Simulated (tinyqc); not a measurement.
Inside a calculation (part 2 of 2). Method: UKS/B3LYP (VWN-RPA form) in the sto-3g basis, for BH2, spin multiplicity 2. This run ends on a higher stationary point, not on the lowest solution. Computed by tinyqc, a small Python program that keeps every step (integrals from PySCF). Command: `OMP_NUM_THREADS=1 python tinyqc.py 23513 23514 out.jsonl` (the two numbers bound the seeds that draw the settings). One thread of a shared host (Intel(R) Xeon(R) Processor @ 2.60GHz), about 5 s of CPU time with the checks.

Geometry (angstrom):
```
atom,x,y,z
B,0.0000,0.0000,0.0000
H,0.0000,1.3820,0.4540
H,0.0000,-1.3820,0.4540
```

## Iteration 2: building the Kohn-Sham matrix

D(alpha) after iteration 1:
```
,1B 1s,1B 2s,1B 2px,1B 2py,1B 2pz,2H 1s,3H 1s
1B 1s,1.0198,-0.0740,0.0000,0.0000,-0.0081,-0.0960,-0.0960
1B 2s,-0.0740,0.3165,0.0000,0.0000,0.0203,0.2390,0.2390
1B 2px,0.0000,0.0000,1.0000,0.0000,0.0000,0.0000,0.0000
1B 2py,0.0000,0.0000,0.0000,0.1518,0.0000,0.2059,-0.2059
1B 2pz,-0.0081,0.0203,0.0000,0.0000,0.0013,0.0154,0.0154
2H 1s,-0.0960,0.2390,0.0000,0.2059,0.0154,0.4615,-0.0972
3H 1s,-0.0960,0.2390,0.0000,-0.2059,0.0154,-0.0972,0.4615
```

D(beta) after iteration 1:
```
,1B 1s,1B 2s,1B 2px,1B 2py,1B 2pz,2H 1s,3H 1s
1B 1s,1.0141,-0.0539,0.0000,0.0000,-0.0093,-0.0954,-0.0954
1B 2s,-0.0539,0.2471,0.0000,0.0000,0.0226,0.2306,0.2306
1B 2px,0.0000,0.0000,0.0000,0.0000,0.0000,0.0000,0.0000
1B 2py,0.0000,0.0000,0.0000,0.1399,0.0000,0.2011,-0.2011
1B 2pz,-0.0093,0.0226,0.0000,0.0000,0.0021,0.0213,0.0213
2H 1s,-0.0954,0.2306,0.0000,0.2011,0.0213,0.5064,-0.0720
3H 1s,-0.0954,0.2306,0.0000,-0.2011,0.0213,-0.0720,0.5064
```

core Hamiltonian H = T + V (hartree):
```
,1B 1s,1B 2s,1B 2px,1B 2py,1B 2pz,2H 1s,3H 1s
1B 1s,-13.0486,-3.3833,0.0000,0.0000,-0.0078,-0.4663,-0.4663
1B 2s,-3.3833,-4.1311,0.0000,0.0000,-0.0744,-1.2523,-1.2523
1B 2px,0.0000,0.0000,-3.2817,0.0000,0.0000,0.0000,0.0000
1B 2py,0.0000,0.0000,0.0000,-3.4278,0.0000,-1.1725,1.1725
1B 2pz,-0.0078,-0.0744,0.0000,0.0000,-3.2975,-0.3938,-0.3938
2H 1s,-0.4663,-1.2523,0.0000,-1.1725,-0.3938,-2.4680,-0.1211
3H 1s,-0.4663,-1.2523,0.0000,1.1725,-0.3938,-0.1211,-2.4680
```

nuclear repulsion = 3.829257 hartree

V_xc(alpha) (hartree):
```
,1B 1s,1B 2s,1B 2px,1B 2py,1B 2pz,2H 1s,3H 1s
1B 1s,-1.5321,-0.2359,0.0000,0.0000,-0.0009,-0.0321,-0.0321
1B 2s,-0.2359,-0.3672,0.0000,0.0000,-0.0175,-0.1223,-0.1223
1B 2px,0.0000,0.0000,-0.3969,0.0000,0.0000,0.0000,0.0000
1B 2py,0.0000,0.0000,0.0000,-0.3804,0.0000,-0.1323,0.1323
1B 2pz,-0.0009,-0.0175,0.0000,0.0000,-0.3168,-0.0443,-0.0443
2H 1s,-0.0321,-0.1223,0.0000,-0.1323,-0.0443,-0.3854,-0.0099
3H 1s,-0.0321,-0.1223,0.0000,0.1323,-0.0443,-0.0099,-0.3854
```

V_xc(beta) (hartree):
```
,1B 1s,1B 2s,1B 2px,1B 2py,1B 2pz,2H 1s,3H 1s
1B 1s,-1.5230,-0.2293,0.0000,0.0000,-0.0009,-0.0314,-0.0314
1B 2s,-0.2293,-0.3258,0.0000,0.0000,-0.0194,-0.1170,-0.1170
1B 2px,0.0000,0.0000,-0.3095,0.0000,0.0000,0.0000,0.0000
1B 2py,0.0000,0.0000,0.0000,-0.3637,0.0000,-0.1313,0.1313
1B 2pz,-0.0009,-0.0194,0.0000,0.0000,-0.2976,-0.0442,-0.0442
2H 1s,-0.0314,-0.1170,0.0000,-0.1313,-0.0442,-0.3895,-0.0093
3H 1s,-0.0314,-0.1170,0.0000,0.1313,-0.0442,-0.0093,-0.3895
```

E_xc = sum of w rho eps_xc = -3.851625 hartree

Given earlier and not repeated: Two-electron integrals (ij|kl) in chemists' order.

J_ij = sum D_kl (ij|kl) with D = D(alpha) + D(beta), K_ij = sum D_kl (ik|jl) for each spin; F = H + J - 0.2 K(s) + V_xc; E = tr D H + tr D J / 2 - 0.1 sum_s tr D(s) K(s) + E_xc + E_nn.

Coulomb J (hartree):
```
,1B 1s,1B 2s,1B 2px,1B 2py,1B 2pz,2H 1s,3H 1s
1B 1s,8.4898,1.7349,0.0000,0.0000,0.0149,0.2357,0.2357
1B 2s,1.7349,3.6903,0.0000,0.0000,0.1111,1.1299,1.1299
1B 2px,0.0000,0.0000,3.6618,0.0000,0.0000,0.0000,0.0000
1B 2py,0.0000,0.0000,0.0000,3.7815,0.0000,1.1575,-1.1575
1B 2pz,0.0149,0.1111,0.0000,0.0000,3.6148,0.3934,0.3934
2H 1s,0.2357,1.1299,0.0000,1.1575,0.3934,2.8095,0.0980
3H 1s,0.2357,1.1299,0.0000,-1.1575,0.3934,0.0980,2.8095
```

exchange K(alpha) (hartree):
```
,1B 1s,1B 2s,1B 2px,1B 2py,1B 2pz,2H 1s,3H 1s
1B 1s,2.9521,0.5668,0.0000,0.0000,-0.0018,0.0774,0.0774
1B 2s,0.5668,0.6091,0.0000,0.0000,0.0706,0.3073,0.3073
1B 2px,0.0000,0.0000,0.6766,0.0000,0.0000,0.0000,0.0000
1B 2py,0.0000,0.0000,0.0000,0.4594,0.0000,0.2972,-0.2972
1B 2pz,-0.0018,0.0706,0.0000,0.0000,0.1371,0.0747,0.0747
2H 1s,0.0774,0.3073,0.0000,0.2972,0.0747,0.5963,0.0174
3H 1s,0.0774,0.3073,0.0000,-0.2972,0.0747,0.0174,0.5963
```

exchange K(beta) (hartree):
```
,1B 1s,1B 2s,1B 2px,1B 2py,1B 2pz,2H 1s,3H 1s
1B 1s,2.9281,0.5371,0.0000,0.0000,-0.0018,0.0730,0.0730
1B 2s,0.5371,0.4592,0.0000,0.0000,0.0759,0.2817,0.2817
1B 2px,0.0000,0.0000,0.0822,0.0000,0.0000,0.0000,0.0000
1B 2py,0.0000,0.0000,0.0000,0.4157,0.0000,0.2927,-0.2927
1B 2pz,-0.0018,0.0759,0.0000,0.0000,0.1005,0.0784,0.0784
2H 1s,0.0730,0.2817,0.0000,0.2927,0.0784,0.6148,0.0173
3H 1s,0.0730,0.2817,0.0000,-0.2927,0.0784,0.0173,0.6148
```

F(alpha) (hartree):
```
,1B 1s,1B 2s,1B 2px,1B 2py,1B 2pz,2H 1s,3H 1s
1B 1s,-6.6814,-1.9976,0.0000,0.0000,0.0065,-0.2782,-0.2782
1B 2s,-1.9976,-0.9299,0.0000,0.0000,0.0052,-0.3061,-0.3061
1B 2px,0.0000,0.0000,-0.1522,0.0000,0.0000,0.0000,0.0000
1B 2py,0.0000,0.0000,0.0000,-0.1186,0.0000,-0.2068,0.2068
1B 2pz,0.0065,0.0052,0.0000,0.0000,-0.0269,-0.0597,-0.0597
2H 1s,-0.2782,-0.3061,0.0000,-0.2068,-0.0597,-0.1631,-0.0366
3H 1s,-0.2782,-0.3061,0.0000,0.2068,-0.0597,-0.0366,-0.1631
```

F(beta) (hartree):
```
,1B 1s,1B 2s,1B 2px,1B 2py,1B 2pz,2H 1s,3H 1s
1B 1s,-6.6675,-1.9851,0.0000,0.0000,0.0066,-0.2766,-0.2766
1B 2s,-1.9851,-0.8584,0.0000,0.0000,0.0021,-0.2957,-0.2957
1B 2px,0.0000,0.0000,0.0541,0.0000,0.0000,0.0000,0.0000
1B 2py,0.0000,0.0000,0.0000,-0.0931,0.0000,-0.2049,0.2049
1B 2pz,0.0066,0.0021,0.0000,0.0000,-0.0003,-0.0603,-0.0603
2H 1s,-0.2766,-0.2957,0.0000,-0.2049,-0.0603,-0.1709,-0.0360
3H 1s,-0.2766,-0.2957,0.0000,0.2049,-0.0603,-0.0360,-0.1709
```

total energy of this density = -25.443555 hartree

## Iteration 2: diagonalisation and new density

X:
```
,1B 1s,1B 2s,1B 2px,1B 2py,1B 2pz,2H 1s,3H 1s
1B 1s,1.0310,-0.1564,0.0000,0.0000,-0.0051,0.0228,0.0228
1B 2s,-0.1564,1.1482,0.0000,0.0000,0.0404,-0.2134,-0.2134
1B 2px,0.0000,0.0000,1.0000,0.0000,0.0000,0.0000,0.0000
1B 2py,0.0000,0.0000,0.0000,1.1351,0.0000,-0.2338,0.2338
1B 2pz,-0.0051,0.0404,0.0000,0.0000,1.0137,-0.0726,-0.0726
2H 1s,0.0228,-0.2134,0.0000,-0.2338,-0.0726,1.1320,-0.0218
3H 1s,0.0228,-0.2134,0.0000,0.2338,-0.0726,-0.0218,1.1320
```

Diagonalise F' = X^T F X, C = X C', fill 4 alpha and 3 beta electrons from the bottom; D(s) = C_occ C_occ^T. Each column has its largest component positive (the first on a tie).

F' = X^T F X (alpha) (hartree):
```
,1,2,3,4,5,6,7
1,-6.5021,-1.0792,0.0000,0.0000,-0.0054,-0.0092,-0.0092
2,-1.0792,-0.4247,0.0000,0.0000,0.0491,-0.1919,-0.1919
3,0.0000,0.0000,-0.1522,0.0000,0.0000,0.0000,0.0000
4,0.0000,0.0000,0.0000,0.0530,0.0000,-0.2278,0.2278
5,-0.0054,0.0491,0.0000,0.0000,-0.0095,-0.0667,-0.0667
6,-0.0092,-0.1919,0.0000,-0.2278,-0.0667,0.0120,-0.0298
7,-0.0092,-0.1919,0.0000,0.2278,-0.0667,-0.0298,0.0120
```

orbital energies (alpha) (hartree): MO1 -6.6886, MO2 -0.4159, MO3 -0.2749, MO4 -0.1522, MO5 -0.0601, MO6 0.2104, MO7 0.3696

coefficients C (alpha):
```
,MO1,MO2,MO3,MO4,MO5,MO6,MO7
1B 1s,0.9896,-0.2602,0.0000,0.0000,0.0909,-0.1823,0.0000
1B 2s,0.0386,0.7924,0.0000,0.0000,-0.3739,0.8163,0.0000
1B 2px,0.0000,0.0000,0.0000,1.0000,0.0000,0.0000,0.0000
1B 2py,0.0000,0.0000,0.5598,0.0000,0.0000,0.0000,1.0413
1B 2pz,0.0006,0.0058,0.0000,0.0000,0.8666,0.5374,0.0000
2H 1s,-0.0069,0.2589,0.4179,0.0000,0.2624,-0.7291,-0.7386
3H 1s,-0.0069,0.2589,-0.4179,0.0000,0.2624,-0.7291,0.7386
```

F' = X^T F X (beta) (hartree):
```
,1,2,3,4,5,6,7
1,-6.4896,-1.0786,0.0000,0.0000,-0.0049,-0.0095,-0.0095
2,-1.0786,-0.3456,0.0000,0.0000,0.0480,-0.1930,-0.1930
3,0.0000,0.0000,0.0541,0.0000,0.0000,0.0000,0.0000
4,0.0000,0.0000,0.0000,0.0828,0.0000,-0.2296,0.2296
5,-0.0049,0.0480,0.0000,0.0000,0.0177,-0.0679,-0.0679
6,-0.0095,-0.1930,0.0000,-0.2296,-0.0679,0.0007,-0.0305
7,-0.0095,-0.1930,0.0000,0.2296,-0.0679,-0.0305,0.0007
```

orbital energies (beta) (hartree): MO1 -6.6740, MO2 -0.3715, MO3 -0.2687, MO4 -0.0332, MO5 0.0541, MO6 0.2314, MO7 0.3827

coefficients C (beta):
```
,MO1,MO2,MO3,MO4,MO5,MO6,MO7
1B 1s,0.9902,-0.2412,0.0000,0.1071,0.0000,-0.1959,0.0000
1B 2s,0.0364,0.7169,0.0000,-0.4263,0.0000,0.8594,0.0000
1B 2px,0.0000,0.0000,0.0000,0.0000,1.0000,0.0000,0.0000
1B 2py,0.0000,0.0000,0.5273,0.0000,0.0000,0.0000,1.0582
1B 2pz,0.0005,0.0258,0.0000,0.8617,0.0000,0.5447,0.0000
2H 1s,-0.0064,0.3185,0.4406,0.2499,0.0000,-0.7097,-0.7253
3H 1s,-0.0064,0.3185,-0.4406,0.2499,0.0000,-0.7097,0.7253
```

D(alpha) after iteration 2:
```
,1B 1s,1B 2s,1B 2px,1B 2py,1B 2pz,2H 1s,3H 1s
1B 1s,1.0469,-0.1680,0.0000,0.0000,-0.0009,-0.0742,-0.0742
1B 2s,-0.1680,0.6294,0.0000,0.0000,0.0046,0.2049,0.2049
1B 2px,0.0000,0.0000,1.0000,0.0000,0.0000,0.0000,0.0000
1B 2py,0.0000,0.0000,0.0000,0.3133,0.0000,0.2339,-0.2339
1B 2pz,-0.0009,0.0046,0.0000,0.0000,0.0000,0.0015,0.0015
2H 1s,-0.0742,0.2049,0.0000,0.2339,0.0015,0.2418,-0.1076
3H 1s,-0.0742,0.2049,0.0000,-0.2339,0.0015,-0.1076,0.2418
```

D(beta) after iteration 2:
```
,1B 1s,1B 2s,1B 2px,1B 2py,1B 2pz,2H 1s,3H 1s
1B 1s,1.0386,-0.1368,0.0000,0.0000,-0.0058,-0.0832,-0.0832
1B 2s,-0.1368,0.5152,0.0000,0.0000,0.0185,0.2281,0.2281
1B 2px,0.0000,0.0000,0.0000,0.0000,0.0000,0.0000,0.0000
1B 2py,0.0000,0.0000,0.0000,0.2780,0.0000,0.2323,-0.2323
1B 2pz,-0.0058,0.0185,0.0000,0.0000,0.0007,0.0082,0.0082
2H 1s,-0.0832,0.2281,0.0000,0.2323,0.0082,0.2956,-0.0927
3H 1s,-0.0832,0.2281,0.0000,-0.2323,0.0082,-0.0927,0.2956
```

## Iteration 36 (converged): orbitals

converged F(alpha) (hartree):
```
,1B 1s,1B 2s,1B 2px,1B 2py,1B 2pz,2H 1s,3H 1s
1B 1s,-6.5053,-1.9560,0.0000,0.0000,0.0049,-0.2728,-0.2728
1B 2s,-1.9560,-0.8696,0.0000,0.0000,-0.0034,-0.2972,-0.2972
1B 2px,0.0000,0.0000,-0.0706,0.0000,0.0000,0.0000,0.0000
1B 2py,0.0000,0.0000,0.0000,-0.0650,0.0000,-0.2039,0.2039
1B 2pz,0.0049,-0.0034,0.0000,0.0000,0.0463,-0.0581,-0.0581
2H 1s,-0.2728,-0.2972,0.0000,-0.2039,-0.0581,-0.1832,-0.0338
3H 1s,-0.2728,-0.2972,0.0000,0.2039,-0.0581,-0.0338,-0.1832
```

converged F(beta) (hartree):
```
,1B 1s,1B 2s,1B 2px,1B 2py,1B 2pz,2H 1s,3H 1s
1B 1s,-6.4894,-1.9431,0.0000,0.0000,0.0049,-0.2710,-0.2710
1B 2s,-1.9431,-0.7936,0.0000,0.0000,-0.0107,-0.2882,-0.2882
1B 2px,0.0000,0.0000,0.1332,0.0000,0.0000,0.0000,0.0000
1B 2py,0.0000,0.0000,0.0000,-0.0332,0.0000,-0.2032,0.2032
1B 2pz,0.0049,-0.0107,0.0000,0.0000,0.0762,-0.0608,-0.0608
2H 1s,-0.2710,-0.2882,0.0000,-0.2032,-0.0608,-0.2032,-0.0339
3H 1s,-0.2710,-0.2882,0.0000,0.2032,-0.0608,-0.0339,-0.2032
```

As before.

F' = X^T F X (alpha) (hartree):
```
,1,2,3,4,5,6,7
1,-6.3265,-1.0692,0.0000,0.0000,-0.0061,-0.0082,-0.0082
2,-1.0692,-0.3663,0.0000,0.0000,0.0422,-0.1889,-0.1889
3,0.0000,0.0000,-0.0706,0.0000,0.0000,0.0000,0.0000
4,0.0000,0.0000,0.0000,0.1165,0.0000,-0.2318,0.2318
5,-0.0061,0.0422,0.0000,0.0000,0.0643,-0.0669,-0.0669
6,-0.0082,-0.1889,0.0000,-0.2318,-0.0669,-0.0142,-0.0282
7,-0.0082,-0.1889,0.0000,0.2318,-0.0669,-0.0282,-0.0142
```

orbital energies (alpha) (hartree): MO1 -6.5130, MO2 -0.3826, MO3 -0.2666, MO4 -0.0706, MO5 0.0013, MO6 0.2235, MO7 0.3970

coefficients C (alpha):
```
,MO1,MO2,MO3,MO4,MO5,MO6,MO7
1B 1s,0.9890,-0.2457,0.0000,0.0000,0.1275,-0.1834,0.0000
1B 2s,0.0404,0.7247,0.0000,0.0000,-0.5133,0.8033,0.0000
1B 2px,0.0000,0.0000,0.0000,1.0000,0.0000,0.0000,0.0000
1B 2py,0.0000,0.0000,0.4868,0.0000,0.0000,0.0000,1.0774
1B 2pz,0.0009,0.0252,0.0000,0.0000,0.7973,0.6352,0.0000
2H 1s,-0.0072,0.3124,0.4677,0.0000,0.3276,-0.6801,-0.7081
3H 1s,-0.0072,0.3124,-0.4677,0.0000,0.3276,-0.6801,0.7081
```

F' = X^T F X (beta) (hartree):
```
,1,2,3,4,5,6,7
1,-6.3119,-1.0694,0.0000,0.0000,-0.0052,-0.0083,-0.0083
2,-1.0694,-0.2812,0.0000,0.0000,0.0371,-0.1897,-0.1897
3,0.0000,0.0000,0.1332,0.0000,0.0000,0.0000,0.0000
4,0.0000,0.0000,0.0000,0.1545,0.0000,-0.2338,0.2338
5,-0.0052,0.0371,0.0000,0.0000,0.0951,-0.0688,-0.0688
6,-0.0083,-0.1897,0.0000,-0.2338,-0.0688,-0.0389,-0.0291
7,-0.0083,-0.1897,0.0000,0.2338,-0.0688,-0.0291,-0.0389
```

orbital energies (beta) (hartree): MO1 -6.4964, MO2 -0.3489, MO3 -0.2683, MO4 0.0352, MO5 0.1332, MO6 0.2442, MO7 0.4130

coefficients C (beta):
```
,MO1,MO2,MO3,MO4,MO5,MO6,MO7
1B 1s,0.9896,-0.2186,0.0000,0.1491,0.0000,-0.1975,0.0000
1B 2s,0.0383,0.6180,0.0000,-0.5805,0.0000,0.8456,0.0000
1B 2px,0.0000,0.0000,0.0000,0.0000,1.0000,0.0000,0.0000
1B 2py,0.0000,0.0000,0.4387,0.0000,0.0000,0.0000,1.0978
1B 2pz,0.0008,0.0513,0.0000,0.7884,0.0000,0.6447,0.0000
2H 1s,-0.0068,0.3873,0.4986,0.3020,0.0000,-0.6529,-0.6868
3H 1s,-0.0068,0.3873,-0.4986,0.3020,0.0000,-0.6529,0.6868
```

D(alpha) after iteration 36:
```
,1B 1s,1B 2s,1B 2px,1B 2py,1B 2pz,2H 1s,3H 1s
1B 1s,1.0385,-0.1381,0.0000,0.0000,-0.0053,-0.0839,-0.0839
1B 2s,-0.1381,0.5268,0.0000,0.0000,0.0183,0.2261,0.2261
1B 2px,0.0000,0.0000,1.0000,0.0000,0.0000,0.0000,0.0000
1B 2py,0.0000,0.0000,0.0000,0.2370,0.0000,0.2277,-0.2277
1B 2pz,-0.0053,0.0183,0.0000,0.0000,0.0006,0.0079,0.0079
2H 1s,-0.0839,0.2261,0.0000,0.2277,0.0079,0.3164,-0.1211
3H 1s,-0.0839,0.2261,0.0000,-0.2277,0.0079,-0.1211,0.3164
```

D(beta) after iteration 36:
```
,1B 1s,1B 2s,1B 2px,1B 2py,1B 2pz,2H 1s,3H 1s
1B 1s,1.0272,-0.0972,0.0000,0.0000,-0.0104,-0.0914,-0.0914
1B 2s,-0.0972,0.3834,0.0000,0.0000,0.0318,0.2391,0.2391
1B 2px,0.0000,0.0000,0.0000,0.0000,0.0000,0.0000,0.0000
1B 2py,0.0000,0.0000,0.0000,0.1925,0.0000,0.2187,-0.2187
1B 2pz,-0.0104,0.0318,0.0000,0.0000,0.0026,0.0199,0.0199
2H 1s,-0.0914,0.2391,0.0000,0.2187,0.0199,0.3986,-0.0986
3H 1s,-0.0914,0.2391,0.0000,-0.2187,0.0199,-0.0986,0.3986
```

## Convergence

Stop when the energy changes by less than 1e-09 hartree and every element of the error matrix X^T (F D S - S D F) X (for each spin) is below 9e-06.

Course of the cycle:
```
iteration,E (hartree),change,largest element of the error matrix
1,-25.319486,-,1.64e-01
2,-25.443555,-1.24e-01,8.51e-02
3,-25.463532,-2.00e-02,6.39e-02
4,-25.475505,-1.20e-02,4.45e-02
5,-25.481790,-6.29e-03,3.55e-02
6,-25.485683,-3.89e-03,2.61e-02
7,-25.487826,-2.14e-03,2.03e-02
8,-25.489123,-1.30e-03,1.53e-02
9,-25.489855,-7.32e-04,1.18e-02
10,-25.490292,-4.36e-04,8.92e-03
11,-25.490541,-2.50e-04,6.84e-03
12,-25.490689,-1.47e-04,5.21e-03
13,-25.490774,-8.50e-05,3.99e-03
14,-25.490824,-5.00e-05,3.04e-03
...,...,...,...
23,-25.490893,-3.86e-07,2.68e-04
24,-25.490893,-2.25e-07,2.04e-04
25,-25.490893,-1.31e-07,1.56e-04
26,-25.490893,-7.65e-08,1.19e-04
27,-25.490893,-4.45e-08,9.09e-05
28,-25.490893,-2.60e-08,6.94e-05
29,-25.490893,-1.51e-08,5.30e-05
30,-25.490893,-8.82e-09,4.04e-05
31,-25.490893,-5.14e-09,3.09e-05
32,-25.490893,-3.00e-09,2.36e-05
33,-25.490893,-1.75e-09,1.80e-05
34,-25.490893,-1.02e-09,1.37e-05
35,-25.490893,-5.93e-10,1.05e-05
36,-25.490893,-3.46e-10,8.01e-06
```

PySCF UKS in the same basis, fine grid, after a stability check = -25.526790 hartree

Converged in 36 iterations. But the solution lies 0.03590 hartree above the reference: it is another stationary point, not the lowest one. Reruns (cap 100 unless said): DIIS 8: converged in 8 to a higher stationary point; damping 0.5: converged in 29 to a higher stationary point; level shift 0.5: converged in 26 to a higher stationary point; atomic densities as start, DIIS 8: converged in 8.

## Populations, bond orders and dipole

overlap S:
```
,1B 1s,1B 2s,1B 2px,1B 2py,1B 2pz,2H 1s,3H 1s
1B 1s,1.0000,0.2693,0.0000,0.0000,0.0000,0.0367,0.0367
1B 2s,0.2693,1.0000,0.0000,0.0000,0.0000,0.3491,0.3491
1B 2px,0.0000,0.0000,1.0000,0.0000,0.0000,0.0000,0.0000
1B 2py,0.0000,0.0000,0.0000,1.0000,0.0000,0.3716,-0.3716
1B 2pz,0.0000,0.0000,0.0000,0.0000,1.0000,0.1221,0.1221
2H 1s,0.0367,0.3491,0.0000,0.3716,0.1221,1.0000,0.0297
3H 1s,0.0367,0.3491,0.0000,-0.3716,0.1221,0.0297,1.0000
```

Mulliken: Z minus the diagonal of D S on the atom; Loewdin: the same with S^(1/2) D S^(1/2); Mayer order: 2 sum_s sum (D(s) S)_ij (D(s) S)_ji over the two atoms.

Charges (e):
```
atom,Mulliken,Loewdin,Mulliken spin
1B,0.0676,0.0632,1.1705
2H,-0.0338,-0.0316,-0.0852
3H,-0.0338,-0.0316,-0.0852
```

Mayer bond orders:
```
pair,order
2-1,0.9484
3-1,0.9484
3-2,0.0432
```

dipole moment about the origin, x y z (debye): 0.0000  0.0000  -0.6388

<S^2> of the determinant (pure state: 0.75) = 0.7648
